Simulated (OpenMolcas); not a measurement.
# A workflow on O3 (ozone)

Wanted: the energy (UHF/STO-3G), then a single-point energy (CASSCF(4,4)/STO-3G), then a single-point energy (CASPT2(4,4)/STO-3G), then the energy (SC-NEVPT2(4,4)/STO-3G), then a single-point energy (MRCI(4,4)/STO-3G) of O3 (ozone). 

The results are computed with OpenMolcas 26.06.

7 further runs of the same task are left out: 7 that didn't finish.

## 1. The molecule

O3: 3 atoms, total charge 0, spin state singlet. SMILES: `O=[O+][O-]`. The O2–O3 distance was set to 3.095 Å, away from the relaxed value. At this shape a bond of the SMILES string is far longer than usual.

Bond lengths: O1–O2 1.238 Å.

## 2. The energy at UHF/STO-3G (run 1)

step1.input

```
* O3 Hartree-Fock
&GATEWAY
BasLib=$CurrDir
Coord
3
bohr
O      2.71187604    -4.33236533     1.03094576
O      0.67550717    -3.91983811    -0.04411944
O     -1.17125225     1.61288125    -0.47262050
Basis=STO-3G
Group=NoSym
&SEWARD
&SCF
UHF
Scramble=0.25
PrOrbitals=1 1
```

The basis set STO-3G is read from a file made from the Basis Set Exchange's data (not shown).

Launch:

```
$ export MOLCAS_MEM=1860
$ pymolcas step1.input > step1.log
```

Log:

```text
--- Start Module: gateway ---
[...]
--- Stop Module: gateway /rc=_RC_ALL_IS_WELL_ ---
--- Start Module: seward ---
[...]
      Basis functions           15
--- Stop Module: seward /rc=_RC_ALL_IS_WELL_ ---
--- Start Module: scf ---
[...]
       Convergence after 107 Iterations
[...]
::    Total SCF energy                               -221.3785681352
[...]
      Total spin, S                                     1.0015566099
[...]
      Total electronic charge=   24.000000
      Total            charge=   -0.000000
[...]
      Dipole Moment (debye):
      Origin of the operator (angstrom)=    0.3909   -1.1711    0.0907
                   X= -3.2330E-04               Y=  2.1092E-03               Z= -4.0554E-04           Total=  2.1720E-03
      Quadrupole Moment (debye*angstrom):
[...]
--- Stop Module: scf /rc=_RC_ALL_IS_WELL_ ---
[...]
```

Wall time 4.2 s (1 thread of Intel Xeon Platinum 8488C (Sapphire Rapids), shared host); peak memory 0.37 GiB.

## 3. A single-point energy at CASSCF(4,4)/STO-3G (run 2)

step2.inp

```
&GATEWAY
 BasLib=$CurrDir
 Coord
 3
 bohr
 O      2.71187604    -4.33236533     1.03094576
 O      0.67550717    -3.91983811    -0.04411944
 O     -1.17125225     1.61288125    -0.47262050
 Basis=STO-3G
 Group=NoSym

&SEWARD

&RASSCF
 FileOrb=$CurrDir/step1.UnaOrb
 Spin=1
 Nactel=4 0 0
 Inactive=10
 Ras2=4
 OrbListing=Nothing
```

The basis set STO-3G is read from a file made from the Basis Set Exchange's data (not shown).

Launch:

```
$ export MOLCAS_MEM=1860
$ pymolcas step2.inp > step2.log
```

Log:

```text
--- Start Module: gateway ---
[...]
--- Stop Module: gateway /rc=_RC_ALL_IS_WELL_ ---
--- Start Module: seward ---
[...]
      Basis functions           15
--- Stop Module: seward /rc=_RC_ALL_IS_WELL_ ---
--- Start Module: rasscf ---
[...]
      Number of active orbitals                  4
[...]
      Spin quantum number                      0.0
[...]
      Active orbitals                            4
[...]
      Number of CSFs                            20
[...]
      Number of root(s) required                 1
[...]
      Convergence after 22 iterations
[...]
      printout of CI-coefficients larger than  0.05 for root  1
      energy=    -221.440944
      conf/sym  1111     Coeff  Weight
             1  2200   0.43728 0.19121
             8  2002  -0.42950 0.18447
            10  udud   0.43288 0.18739
            12  0220  -0.43656 0.19059
            15  uudd   0.24991 0.06246
            20  0022   0.42882 0.18389
      Natural orbitals and occupation numbers for root  1
      sym 1:   1.001212   1.013440   0.998788   0.986560
      ************************************************************************************************************************
      *                                                    Final results                                                     *
[...]
::    RASSCF root number  1 Total energy:   -221.44094393
[...]
      Total electronic charge=   24.000000
      Total            charge=   -0.000000
[...]
      Dipole Moment (debye):
      Origin of the operator (angstrom)=    0.3909   -1.1711    0.0907
                   X=  2.4033E-03               Y=  1.9608E-04               Z=  9.5893E-04           Total=  2.5950E-03
      Quadrupole Moment (debye*angstrom):
[...]
--- Stop Module: rasscf /rc=_RC_ALL_IS_WELL_ ---
[...]
```

Run time: 2.2 s. Hardware: 1 thread of Intel Xeon Platinum 8488C (Sapphire Rapids), shared host; peak memory 0.37 GiB.

## 4. The energy at CASPT2(4,4)/STO-3G (run 3)

step3.input

```
&GATEWAY
  BasLib=$CurrDir
  Coord
  3
  bohr
  O      2.71187604    -4.33236533     1.03094576
  O      0.67550717    -3.91983811    -0.04411944
  O     -1.17125225     1.61288125    -0.47262050
  Basis=STO-3G
  Group=NoSym

&SEWARD

&RASSCF
  FileOrb=$CurrDir/step2.RasOrb
  Spin=1
  Nactel=4 0 0
  Inactive=10
  Ras2=4
  OrbListing=Nothing

&CASPT2
  Imaginary=0.1
  Frozen=3
```

The basis set STO-3G is read from a file made from the Basis Set Exchange's data (not shown).

Launch:

```
$ export MOLCAS_MEM=1860
$ pymolcas step3.input > step3.log
```

Log:

```text
--- Start Module: gateway ---

                                              &GATEWAY

                       available to each process: 1.9 GB of memory, 1 thread

 Basis Set     1 Label: O.STO-3G
 Basis set is read from library:.
 basistype.tbl is not found

++    Symmetry information:
      ---------------------

                    Character Table for C1

                             E
                    a        1  x, y, xy, Rz, z, xz, Ry, yz, Rx, I
--

++    Basis set information:
      ----------------------

[... 180 lines left out ...]
      Note: transformation to natural orbitals
[... 12 lines left out ...]
      Natural orbitals and occupation numbers for root  1
[... 20 lines left out ...]
      Final state energy(ies):
[... 45 lines left out ...]
      Natural orbitals for root   1 are written to the RASORB.1 file
[... 71 lines left out ...]
 Compute H0 matrices for state    1
[... 4 lines left out ...]
********************************************************************************
  CASPT2 EQUATION SOLUTION
--------------------------------------------------------------------------------
 Invalid disk address                    -8
 I/O error in DaFile_checkarg
 Unit =                    45

--- Stop Module: caspt2 /rc=-6 ---

.########################.
.# Non-zero return code #.
.########################.

    Timing: Wall=1.57 User=1.05 System=0.40
```

Run time: 1.8 s. Hardware: 1 thread of Intel Xeon Platinum 8488C (Sapphire Rapids), shared host; peak memory 0.37 GiB.

The program stopped with an error.

## 5. A single-point energy at SC-NEVPT2(4,4)/STO-3G (run 4)

step4.inp

```
&GATEWAY
  BasLib = $CurrDir
  Coord
  3
  bohr
  O      2.71187604    -4.33236533     1.03094576
  O      0.67550717    -3.91983811    -0.04411944
  O     -1.17125225     1.61288125    -0.47262050
  Basis = STO-3G
  Group = NoSym

&SEWARD

&RASSCF
  FileOrb = $CurrDir/step2.RasOrb
  Spin = 1
  Nactel = 4 0 0
  Inactive = 10
  Ras2 = 4
  OrbListing = Nothing

&CASPT2
  SC-NEVPT2
  Frozen = 3
```

The basis set STO-3G is read from a file made from the Basis Set Exchange's data (not shown).

Launch:

```
$ export MOLCAS_MEM=1860
$ pymolcas step4.inp > step4.log
```

Log:

```text
--- Start Module: gateway ---
[...]
--- Stop Module: gateway /rc=_RC_ALL_IS_WELL_ ---
[...]
      Basis functions           15
[...]
      Number of active orbitals                  4
[...]
      Spin quantum number                      0.0
[...]
      Active orbitals                            4
[...]
      Number of CSFs                            20
[...]
      Number of root(s) required                 1
[...]
      Convergence after  4 iterations
[...]
      printout of CI-coefficients larger than  0.05 for root  1
      energy=    -221.440944
      conf/sym  1111     Coeff  Weight
             1  2200   0.43728 0.19121
             8  2002  -0.42950 0.18447
            10  udud   0.43288 0.18739
            12  0220  -0.43656 0.19059
            15  uudd   0.24991 0.06246
            20  0022   0.42882 0.18388
      Natural orbitals and occupation numbers for root  1
      sym 1:   1.001212   1.013441   0.998788   0.986559
      ************************************************************************************************************************
      *                                                    Final results                                                     *
[...]
::    RASSCF root number  1 Total energy:   -221.44094393
[...]
      Total electronic charge=   24.000000
      Total            charge=   -0.000000
[...]
      Dipole Moment (debye):
      Origin of the operator (angstrom)=    0.3909   -1.1711    0.0907
                   X=  2.3977E-03               Y=  2.0085E-04               Z=  9.5571E-04           Total=  2.5890E-03
      Quadrupole Moment (debye*angstrom):
[...]
      E2 (Variational):          -0.0681309568
[...]
      E2 (Variational):          -0.0681307644
      Total energy:            -221.5090746958
[...]
      Reference weight:           0.97181
[...]
::    SC-NEVPT2 Root  1     Total energy:   -221.50907470
[...]
```

It took 1.9 s on 1 thread of Intel Xeon Platinum 8488C (Sapphire Rapids), shared host; peak memory 0.37 GiB.

## 6. A single-point energy at MRCI(4,4)/STO-3G (run 5)

step5.input

```
&gateway
baslib=$CurrDir
coord
3
bohr
O      2.71187604    -4.33236533     1.03094576
O      0.67550717    -3.91983811    -0.04411944
O     -1.17125225     1.61288125    -0.47262050
basis=STO-3G
group=NoSym
&seward
&rasscf
fileorb=$CurrDir/step2.RasOrb
spin=1
nactel=4 0 0
inactive=10
ras2=4
orblisting=Nothing
&motra
lumorb
frozen=3
&guga
electrons=18
spin=1
inactive=7
active=4
ciall=1
&mrci
sdci
```

The basis set STO-3G is read from a file made from the Basis Set Exchange's data (not shown).

Launch:

```
$ export MOLCAS_MEM=1860
$ pymolcas step5.input > step5.log
```

Log:

```text
--- Start Module: gateway ---
[...]
      Basis functions           15
[...]
      Number of active orbitals                  4
[...]
      Spin quantum number                      0.0
[...]
      Active orbitals                            4
[...]
      Number of CSFs                            20
[...]
      Number of root(s) required                 1
[...]
      Convergence after  4 iterations
[...]
      printout of CI-coefficients larger than  0.05 for root  1
      energy=    -221.440944
      conf/sym  1111     Coeff  Weight
             1  2200   0.43728 0.19121
             8  2002  -0.42950 0.18447
            10  udud   0.43288 0.18739
            12  0220  -0.43656 0.19059
            15  uudd   0.24991 0.06246
            20  0022   0.42882 0.18388
      Natural orbitals and occupation numbers for root  1
      sym 1:   1.001212   1.013441   0.998788   0.986559
      ************************************************************************************************************************
      *                                                    Final results                                                     *
[...]
::    RASSCF root number  1 Total energy:   -221.44094393
[...]
      Dipole Moment (debye):
      Origin of the operator (angstrom)=    0.3909   -1.1711    0.0907
                   X=  2.3977E-03               Y=  2.0085E-04               Z=  9.5571E-04           Total=  2.5890E-03
      Quadrupole Moment (debye*angstrom):
[...]
--- Start Module: guga ---
[...]
       (But an ACPF correction will be computed)
       USE THE DEFAULT ACPF G-VALUE GFAC=  0.11111111111111110
[...]
                      CI ENERGY:  -221.54887553
[...]
                ACPF CORRECTION:    -0.01885666
[...]
     ACPF CORRECTION:     -0.01885666
[...]
  CI State   1     Total energy:   -221.54887553     QDav:     -0.02168736     QACPF:     -0.01885666
[...]
```

Wall time 3.6 s (1 thread of Intel Xeon Platinum 8488C (Sapphire Rapids), shared host); peak memory 0.37 GiB.

## 7. Outcome

```
                                                    quantity                value
                             run 1, UHF/STO-3G: total energy        -221.37857 Eh
                            run 1, UHF/STO-3G: dipole moment               0.00 D
                              run 1, UHF/STO-3G: HOMO energy            -10.28 eV
                              run 1, UHF/STO-3G: LUMO energy              7.99 eV
                            run 1, UHF/STO-3G: HOMO–LUMO gap             18.28 eV
                                     run 1, UHF/STO-3G: ⟨S²⟩                2.005
                     run 2, CASSCF(4,4)/STO-3G: total energy        -221.44094 Eh
   run 2, CASSCF(4,4)/STO-3G: dipole moment (CASSCF density)               0.00 D
                  run 4, SC-NEVPT2(4,4)/STO-3G: total energy        -221.50907 Eh
run 4, SC-NEVPT2(4,4)/STO-3G: dipole moment (CASSCF density)               0.00 D
                       run 5, MRCI(4,4)/STO-3G: total energy        -221.54888 Eh
     run 5, MRCI(4,4)/STO-3G: dipole moment (CASSCF density)               0.00 D
                                   run 3, CASPT2(4,4)/STO-3G  no result (crashed)
```

**Reading.** ⟨S²⟩ (run 1, UHF/STO-3G) is 2.00 where a pure singlet has 0.00: the reference is spin-contaminated. The run (run 1, UHF/STO-3G) may have ended on a state above the lowest. 1 of the 5 runs did not end normally.
